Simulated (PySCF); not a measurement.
Which method gave which barrier?

Saddle point of CH7ClSi, singlet (CH₅ClSi ([CH3][SiH2][Cl]) + H₂ → CH₆Si ([CH3][SiH3]) + HCl; bonds formed: Si1–H7, Cl2–H6; bonds broken: Si1–Cl2, H6–H7), PBE0-D4/def2-TZVP structure:

```xyz
10
angstrom
Si -0.1789 -0.6002 0.3153
Cl 2.0125 -0.5480 -0.9588
H -0.3057 -1.9705 -0.2117
H -0.9674 -0.6087 1.5924
C -0.7262 0.9097 -0.6047
H 1.5759 -0.4387 0.7327
H 1.0798 -0.4116 1.4694
H -0.1709 1.7785 -0.2434
H -1.7901 1.0817 -0.4206
H -0.5289 0.8076 -1.6706
```

Computed with PySCF 2.14 with density fitting (its default auxiliary sets; JK sets also for MP2 and CCSD(T)) (basis: def2-TZVPP, with def2-QZVPP for the basis limit); correlated methods freeze the cores. B3LYP uses VWN-RPA correlation. Extrapolation: Hartree–Fock as exp(−7.88 √X), correlation as X^−2.97. Four methods, as single points on the PBE0-D4 structures, gave these electronic barriers from the start structure: 46.69, 52.92, 56.17, 66.92 kcal/mol.

(1) The methods were, in alphabetical order, B3LYP-D4, HF, MP2, PBE-D4. Which gave which? (Judge from chemistry; the calculation decides.)

No T1 diagnostic of these runs exceeds 0.011.

Answers

(1) Computed: PBE-D4 46.69; B3LYP-D4 52.92; MP2 56.17; HF 66.92 kcal/mol. For comparison, CCSD(T) at an estimated basis limit (MP2 extrapolated from triple and quadruple zeta, plus CCSD(T) − MP2 in triple zeta) gives 54.75 kcal/mol.

Labels in which every atom is bracketed show which atoms are joined, not bond orders.

For scale, one of the runs: CCSD(T)/def2-TZVPP, 213 basis functions, launched by `OMP_NUM_THREADS=4 python run.py`. Time: 6.6 min of wall clock on 4 CPU threads of an Arm Neoverse V2; the host was shared. Peak host memory: 2.7 GiB.
